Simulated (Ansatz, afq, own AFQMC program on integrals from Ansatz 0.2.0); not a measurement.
# SiGeS, triplet in cc-pVDZ, levels against CCSDT(Q)

```xyz
3

Ge    0.3676    0.0000    1.1723
Si   -1.0973    0.0000   -0.6175
S     0.1283    0.0000   -2.1149
```

Connectivity, by distances: Ge–Si–S.

Basis cc-pVDZ. Only valence electrons are correlated. Ansatz 0.2.0 and our own AFQMC program on the same integrals; the CISD trial comes from CCSD amplitudes, and released means the phaseless constraint is let go. Error bars are statistical, one sigma. No spin–orbit coupling.

Determinant: UHF, the one that the program's search chose, which needn't be the lowest solution. The geometry is a point of a scan.

No full CI on the walks' own integrals is used here; CCSDT(Q) serves as the reference and is uncertain by about the last step of the cluster series.

Cautions: no relativity below Rb; no spin-orbit coupling; inner d shell frozen; lower spins were not checked; unrestricted determinant slightly spin contaminated (⟨S²⟩ 2.06 against 2.00).

The T1 diagnostic is 0.0313, the weight of the determinant in the CISD state is 0.806 and the ⟨S²⟩ of the determinant is 2.057. The size of the correlated space is 14 electrons in 39 orbitals.

Reference: CCSDT(Q), correlation energy -8.386 eV. The released energy is read at 2.40 1/Eh (meV from the phaseless value at times in 1/Eh: -20 ± 37 at 0.24, -15 ± 28 at 0.51, 15 ± 28 at 0.99, -9 ± 29 at 1.62, -25 ± 34 at 2.40).

| level | E − E(reference) (meV) | share of correlation (%) |
| --- | --- | --- |
| HF | 8386.0 | 0.00 |
| MP2 | 1455.7 | 82.64 |
| CCSD | 487.9 | 94.18 |
| CCSD(T) | 98.4 | 98.83 |
| CCSDT | 43.6 | 99.48 |
| ph-AFQMC/CISD | 60.0 ± 33.0 | 99.28 |
| released AFQMC | 35.1 ± 33.6 | 99.58 |

A walk keeps the symmetry of its determinant, which the program's search chose and which needn't be the lowest solution, so a lower state of the same spin and another symmetry isn't excluded. Released energies are given only where the last usable release times agree within the noise; a slower fall can still hide under it.
